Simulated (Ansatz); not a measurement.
Two shapes of singlet C₂H₂.

Shape 1:

```xyz
4

C    -0.0467   -0.0164   -0.4852
C    -0.0416   -0.0157    0.7991
H    -0.0485   -0.9506   -1.0196
H    -0.0062    0.9891   -1.0037
```

Shape 2:

```xyz
4

C    -0.0007   -0.0002   -0.4681
C     0.0043    0.0044    0.8141
H    -0.0093   -0.9514   -1.0302
H    -0.0010    0.9535   -1.0401
```

Basis set: STO-3G (spherical functions). Left uncorrelated: 2 orbitals. Charge 0, multiplicity 1.

Computed with Ansatz (development build ahead of 0.2.0); each method stands on the lowest determinant of its kind that the runs found.

(1) Which shape is lower in energy, and by how much in each method?

## Answers

(1)

| method | E(2) − E(1) (eV) |
| --- | --- |
| RHF | -0.040 |
| RHF-MP2 | -0.036 |

Shape 2 is lower.
